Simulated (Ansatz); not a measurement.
`C=NC(O)O` and `CSC(O)O` differ in one atom or group.

Ansatz, PBE0-D4/def2-TZVP geometries, multiplicity 1. Each molecule was computed in one conformer, which needn't be the lowest.

```csv
property,`C=NC(O)O`
LUMO energy (PBE/def2-TZVPP) / eV,-1.99
LUMO energy (B3LYP/def2-TZVPP) / eV,-1.16
HOMO energy (ωB97M-V/def2-TZVPP) / eV,-10.51
size of the dipole moment (PBE/def2-TZVPP) / D,2.19
size of the dipole moment (B3LYP/def2-TZVPP) / D,2.39
LUMO energy (PBE0/def2-TZVPP) / eV,-0.88
```

What does the change do to each property? (Best estimate.)

Ansatz gave: 
```json
{"property": "LUMO energy (PBE/def2-TZVPP) / eV", "`CSC(O)O`": "-0.36", "shift": "1.63"}
{"property": "LUMO energy (B3LYP/def2-TZVPP) / eV", "`CSC(O)O`": "0.32", "shift": "1.48"}
{"property": "HOMO energy (ωB97M-V/def2-TZVPP) / eV", "`CSC(O)O`": "-8.87", "shift": "1.64"}
{"property": "size of the dipole moment (PBE/def2-TZVPP) / D", "`CSC(O)O`": "1.70", "shift": "-0.49"}
{"property": "size of the dipole moment (B3LYP/def2-TZVPP) / D", "`CSC(O)O`": "1.71", "shift": "-0.68"}
{"property": "LUMO energy (PBE0/def2-TZVPP) / eV", "`CSC(O)O`": "0.62", "shift": "1.50"}
```

Dipoles are sizes alone; their direction can turn.

B3LYP here is the variant with VWN-RPA as its local correlation; programs differ in this.
